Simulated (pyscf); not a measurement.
Structures and frequencies: ωB97X-D3(BJ)/def2-SVP in PySCF.

Task: PBE/def2-TZVP puts the barrier of HCl (SMILES Cl) + H₂N–Sn(Cl)(Cl)–Cl (SMILES [NH2][Sn]([Cl])([Cl])[Cl]) → Cl–Sn(Cl)(Cl)–Cl (SMILES [Cl][Sn]([Cl])([Cl])[Cl]) + NH₃ (SMILES N) (four-centre exchange; singlet surface; Cl–H, N–Sn broken, Cl–Sn, H–N formed) at -3.2 kcal/mol and the reaction energy at -18.0 kcal/mol, from the separated reactants. What do r²SCAN/def2-TZVP, PBE0-D3(BJ)/def2-TZVP, ωB97M-D3(BJ)/def2-TZVP give on the same structures?

Result: r²SCAN: ΔE‡ = -3.6 kcal/mol, ΔE = -18.2 kcal/mol; PBE0-D3(BJ): ΔE‡ = -3.6 kcal/mol, ΔE = -18.2 kcal/mol; ωB97M-D3(BJ): ΔE‡ = -0.2 kcal/mol, ΔE = -17.4 kcal/mol. PBE's barrier lies among them. Its reaction energy lies among theirs. On the reactant side the descent ends in a complex, 5.9 kcal/mol under the separated species and 3.2 kcal/mol under the saddle at ωB97X-D3(BJ)/def2-TZVP. On the product side the descent ends in an adduct with a N–Sn contact (not fully relaxed), 11.2 kcal/mol under the separated species and 27.7 kcal/mol under the saddle at ωB97X-D3(BJ)/def2-TZVP. At PBE, r²SCAN, PBE0-D3(BJ), ωB97M-D3(BJ) the saddle lies under the separated reactants, which points to a path from their complex (located at ωB97X-D3(BJ) alone). What is counted as broken (N–Sn) persists as a longer contact in the product adduct; parting that adduct is a step of its own. At ωB97X-D3(BJ)/def2-TZVP the barrier from the zero used here is -2.7 kcal/mol. This is the saddle that the search found; another between the same sides may lie lower. Elements past Kr carry the def2 core potentials, without spin-orbit coupling.
